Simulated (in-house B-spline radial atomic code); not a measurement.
Ar. Computed with a B-spline radial atomic code. Model: non-relativistic spherical atom: semilocal Troullier-Martins pseudo-atom, one channel per l, against all electrons, high spin, G0W0 and RPA with empty states to l = 8, local potential for every l without a channel, a model core (radius 0 = none) keeps its share of the functional.

What the tables leave out is listed at the end.

The pseudopotential gives back the lowest level of each angular momentum of its own functional in the configuration it was made in; a second state of the same l is only approximately right. Exact exchange, RPA and GW see the smooth pseudo-orbitals and miss the exchange with the core, for which the functional's share stands in. The column with an uncorrelated core keeps all orbitals and exact exchange, and so separates missing core correlation from pseudisation. Only the three outermost levels and the lowest empty one were computed. RPA here is direct RPA, with no exchange kernel, and its energies carry an (l + 1/2)⁻⁴ tail. A hybrid on a potential with a model core restores only its own semilocal share of the core's exchange.

Command:
```bash
python run_psgw.py task.json out
```
Settings (lengths in bohr, energies in hartree):
```
Z                      18
electrons              18
configuration          [Ne] 3s2 3p6
generated_in           [Ne] 3s2 3p6
functional             pbe,pbe
core_shells            3
radius_factor          0.8
core_correction        True
```

Time taken, with all properties: 18 s on 1 thread of Arm Neoverse N1, with other jobs on the host.

Given: made with PBE; model core radius 0.735 bohr; local radius 0.96 bohr; mean-field start PBE.

Valence shells of the generating configuration: 3s, 3p.

Channel: s 0.948, p 1.03 (radii in bohr).

Computed: largest level miss in the spin-unpolarised generating configuration 0.005 eV; valence RPA correlation energy all-electron orbitals -0.43053 hartree; valence RPA correlation energy pseudo -0.43611 hartree; all-electron RPA polarisability, core included 10.619 bohr³.

```tsv
level	occupied	mean-field all-electron (eV)	mean-field pseudo minus all (eV)	G0W0 all-electron (eV)	G0W0 uncorrelated core minus all (eV)	G0W0 pseudo minus all (eV)	exchange self-energy all-electron (eV)	exchange self-energy pseudo (eV)
3p	1	-10.286	-0.002	-15.416	0.107	-0.084	-23.812	-21.413
```

(1) What is the pseudo-atom RPA polarisability?

Given: mean-field start PBE0.

Computed: valence RPA correlation energy all-electron orbitals -0.39888 hartree; all-electron RPA polarisability, core included 9.2297 bohr³; pseudo-atom RPA polarisability 9.1916 bohr³.

| level | occupied | mean-field all-electron (eV) | mean-field pseudo minus all (eV) | G0W0 all-electron (eV) | G0W0 uncorrelated core minus all (eV) | G0W0 pseudo minus all (eV) | exchange self-energy all-electron (eV) | exchange self-energy pseudo (eV) |
| --- | --- | --- | --- | --- | --- | --- | --- | --- |
| 3p | 1 | -11.979 | -0.01 | -15.759 | 0.11 | -0.074 | -23.813 | -21.426 |

(2) What is the valence RPA correlation energy pseudo?

Answers

(1) 10.54 bohr³.

(2) -0.40463 hartree.

Among the listed levels the largest G0W0 shift of the pseudo-atom is -0.08 eV, for 3p on the PBE start, while leaving the core uncorrelated moves that level by +0.11 eV. The rest, -0.19 eV, comes from pseudisation and the lost core exchange. Not in the tables (levels of low weight, unsolved or above zero; the highest and the empty levels are kept at any weight): on PBE the G0W0 levels 3s (pseudo minus all -0.34 eV, weights 0.20 and -0.14); on PBE0 the G0W0 levels 3s (pseudo minus all -1.30 eV, weights 0.06 and 0.15); no Hartree-Fock pseudo-atom is run with a model core.
